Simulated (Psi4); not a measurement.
# Two attempts at C3HN (cyanoacetylene)

Wanted: energy and one-electron properties of C3HN (cyanoacetylene), B97-1-D3(BJ)/STO-3G (ddPCM water).

The calculation is run with Psi4 1.11.

## 1. Starting point

The species is C3HN (5 atoms), meant as a singlet with charge 0. As SMILES, `C#CC#N`. Geometry: relaxed at PBE0-D4/def2-TZVP.

Bond lengths: C1–C2 1.201 Å, C2–C3 1.369 Å, C3–N4 1.154 Å, C1–H5 1.066 Å. Angles: C1–C2–C3 180.0°, C2–C3–N4 180.0°, C2–C1–H5 179.9°.

## 2. First attempt

c3hn.in reads:

```
memory 1600 mb

molecule {
  1 1
  C     -0.26040426     2.36782683     0.28119125
  C     -0.00056692     0.13020213     0.00396842
  C      0.29763186    -2.41998328    -0.31180481
  N      0.55009927    -4.57011366    -0.57750030
  H     -0.49246263     4.35298413     0.52591078
  units bohr
  symmetry c1
}

set scf_type direct
set ddx true
set ddx_model pcm
set ddx_solvent water
set ddx_radii_set bondi

e_tot, wfn = energy('b97-1-d3bj/STO-3G', return_wfn=True)
oeprop(wfn, 'DIPOLE', 'MULTIPOLE(3)', 'MAYER_INDICES', 'NO_OCCUPATIONS', title='B97-1-D3BJ')
```

Command:

```bash
$ psi4 c3hn.in c3hn.out -n 1
```

c3hn.out:

```text
Psi4 1.11 release

qcelemental.exceptions.ValidationError: Inconsistent or unspecified chg/mult: sys chg: None, frag chg: [1.0], sys mult: None, frag mult: [1]

Printing out the relevant lines from the Psithon --> Python processed input file:
    from psi4.driver.wrapper_database import database, db, DB_RGT, DB_RXN
    from psi4.driver.wrapper_autofrag import auto_fragments
    psi4_io = core.IOManager.shared_object()
    core.set_memory_bytes(1600000000)

--> geometry("""
      1 1
      C     -0.26040426     2.36782683     0.28119125
      C     -0.00056692     0.13020213     0.00396842
      C      0.29763186    -2.41998328    -0.31180481
      N      0.55009927    -4.57011366    -0.57750030

!----------------------------------------------------------------------------------!
!                                                                                  !
!  Inconsistent or unspecified chg/mult: sys chg: None, frag chg: [1.0], sys mult: !
!     None, frag mult: [1]                                                         !
!                                                                                  !
!----------------------------------------------------------------------------------!

    Psi4 run time: 0:00:00.00
```

Run time: 0.67 s. Hardware: 1 thread of Intel Xeon 6975P-C (Granite Rapids), shared host; peak memory 0.17 GiB.

## 3. What went wrong

The input was rejected.

The telling line is `qcelemental.exceptions.ValidationError: Inconsistent or unspecified chg/mult: sys chg: None, frag chg: [1.0], sys mult: None, frag mult: [1]`. The fault: charge and multiplicity as typed don't fit the electron count or the species meant. To mend it: charge 0 in place of 1. That is the species meant; for the charge typed, the multiplicity would have to change.

## 4. The mended input

job.in reads:

```
memory 1600 MB

molecule {
  0 1
  C     -0.26040426     2.36782683     0.28119125
  C     -0.00056692     0.13020213     0.00396842
  C      0.29763186    -2.41998328    -0.31180481
  N      0.55009927    -4.57011366    -0.57750030
  H     -0.49246263     4.35298413     0.52591078
  units au
  symmetry c1
}

set globals {
  scf_type      direct
  ddx           true
  ddx_model     pcm
  ddx_solvent   water
  ddx_radii_set bondi
}

e, wfn = energy("b97-1-d3bj2b/STO-3G", return_wfn=True)
oeprop(wfn, "DIPOLE", "MULTIPOLE(3)", "MAYER_INDICES", "NO_OCCUPATIONS")
```

Command:

```bash
$ psi4 -n 1 job.in job.out
```

job.out:

```text
[...]
  Running in c1 symmetry.
[...]
  Nuclear repulsion =   77.250015157316142
[...]
  Multiplicity = 1
[...]
  Nalpha       = 13
  Nbeta        = 13
[...]
    Number of basis functions: 21
[...]
   @DF-RKS iter   1:  -167.30972631564148   -1.25085e+00   1.54346e-02 ADIIS/DIIS
[...]
   @RKS iter  10:  -167.37284718420051   -2.05810e-09   1.50905e-07 DIIS
[...]
    Orbital Energies [Eh]
    ---------------------
    Doubly Occupied:
       1A    -14.184719     2A    -10.096531     3A    -10.061689
       4A    -10.048456     5A     -0.913454     6A     -0.762593
       7A     -0.628809     8A     -0.506611     9A     -0.359882
      10A     -0.359882    11A     -0.317417    12A     -0.253397
      13A     -0.253396
[...]
  @RKS Final Energy:  -167.37284718420051
   => Energetics <=
    Nuclear Repulsion Energy =             77.2500151573161418
    One-Electron Energy =                -378.2767242926444169
    Two-Electron Energy =                 152.3536730401625903
    DFT Exchange-Correlation Energy =     -18.6913809937107445
    Empirical Dispersion Energy =          -0.0036427155470161
    VV10 Nonlocal Energy =                  0.0000000000000000
    DD Solvation Energy =                 -0.0047873797771031
    Total Energy =                       -167.3728471842005092
[...]
 Multipole Moments:
 ------------------------------------------------------------------------------------
     Multipole            Electronic (a.u.)      Nuclear  (a.u.)        Total (a.u.)
 ------------------------------------------------------------------------------------
 L = 1.  Multiply by 2.5417464519 to convert [e a0] to [Debye]
 Dipole X            :          0.1546375           -0.3192847           -0.1646472
 Dipole Y            :         -1.3282122            2.7353105            1.4070983
 Dipole Z            :         -0.1642217            0.3381480            0.1739263
 Magnitude           :                                                    1.4273348
[...]
```

It took 4.5 s on 1 thread of Intel Xeon 6975P-C (Granite Rapids), shared host; peak memory 0.28 GiB.

## 5. Outcome

Level: B97-1-D3(BJ)/STO-3G (ddPCM water).

| quantity | value |
| --- | --- |
| total energy | -167.37285 Eh |
| dipole moment | 3.63 D |
| HOMO energy | -6.90 eV |
| LUMO energy | 1.35 eV |
| HOMO–LUMO gap | 8.25 eV |
| dispersion energy | -9.56 kJ/mol |
| solvent term in the energy | -12.6 kJ/mol |
